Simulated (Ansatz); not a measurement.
# CHAlO (quintet): from Hartree-Fock to the top rungs, def2-QZVPP

An exercise on one series of results from a longer session: the logs are not shown, and one member is left open.

Computed with Ansatz 0.2.0, Gaussian basis. Level: def2-QZVPP, core rule «outside noble gas», up to 7 orbitals frozen.

Plan: UHF; ROHF; CCSD(T) on UHF.

2 further runs of the same task are left out: 2 set aside as unsound or not needed.

### The geometry

The geometry is a PBE0/def2-TZVP stationary point (not a proven minimum) of the parent state, kept for this charge and spin.

4 atoms, charge 0, spin multiplicity 5.

Atoms are counted from 1 here; the program's logs count them from 0.

Bond lengths: C1–Al2 1.941 Å, Al2–O3 1.648 Å, O3–H4 0.948 Å. Angles: C1–Al2–O3 180.0°, Al2–O3–H4 180.0°.

The first run:

The input, in.yaml:

```yaml
crystal:
  periodic: [false, false, false]
  atoms:
    - {symbol: C, position_ang: [0.000000, 0.000000, -2.516875]}
    - {symbol: Al, position_ang: [0.000000, 0.000000, -0.575575]}
    - {symbol: O, position_ang: [0.000000, 0.000000, 1.072125]}
    - {symbol: H, position_ang: [0.000000, 0.000000, 2.020325]}
basis:
  gaussian: {orbitals: "def2-QZVPP.json"}
magnetization: {spin_polarized: true, initial_magnetization: 4}
hamiltonian: {xc: hf}
output: {orbitals: {seedname: orbitals}}
```

The run is started by

```console
$ ansatz run in.yaml --threads 1 --pin off --events-out ev --progress --plain --max-ram 2393MiB
```

Among the steps run: UHF; ROHF; CCSD(T) on UHF.

One table of the session follows, with a row left open; its other results are not shown here.

It belongs to the step «Misses and costs». 

```
  method  from UCCSD(T) (meV)
    ROHF                    ?
     UHF             +11911.3
    UMP2               +892.6
   UCCSD               +483.2
UCCSD(T)                    0
```

Q: Estimate the row for ROHF from the others.

As computed: from UCCSD(T) (meV): +11990.0. In the column «from UCCSD(T) (meV)» it is the highest.
